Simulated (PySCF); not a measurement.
Gas-phase reaction: AlH₂Cl + 3 Al(CH₃)₂Cl + 2 CH₂Cl₂ = 4 Al(CH₃)Cl₂ + 4 CH₃

Energies from PySCF, thermal terms from the rigid-rotor harmonic-oscillator model, ideal gas at 1 bar. † marks an energy on the PBE0/def2-TZVP geometry and frequencies; other levels use their own. MP2 freezes the core. Open shells (unrestricted): CH₃ (multiplicity 2); the rest are closed-shell singlets. Methyl groups turn as free rotors in Al(CH₃)₂Cl, Al(CH₃)Cl₂. AlH₂Cl, Al(CH₃)₂Cl, Al(CH₃)Cl₂: computed as isolated molecules; such fragments, hydroxides, amides, oligomers or adducts are transient or little studied in the gas. MP2 isn't extrapolated to the basis-set limit; its ΔH°(298 K) is -114.3 kJ in def2-SVP and -66.8 kJ in def2-TZVPP. The harmonic model lacks anharmonicity and excited electronic states, which grow with temperature; levels with a mode under 35 cm⁻¹ are left out.

| level | ΔE electronic, kJ | ΔH°(298 K), kJ | ΔS°(298 K), J/K | ΔG°(800 K), kJ |
|---|---|---|---|---|
| HF/def2-TZVP† | -356 | -379 | 285 | -615 |
| M06-2X/def2-TZVP† | -37 | -60 | 285 | -296 |
| MP2/def2-SVP† | -91 | -114 | 285 | -350 |
| MP2/def2-TZVPP† | -44 | -67 | 285 | -303 |
| PBE/def2-SVP | -1 | -23 | 287 | -259 |
| PBE0/def2-TZVP | -44 | -67 | 285 | -303 |
| r2SCAN/def2-TZVP† | -116 | -139 | 285 | -375 |
ΔH° is lowest at HF/def2-TZVP† and highest at PBE/def2-SVP. No reference value is set beside these.
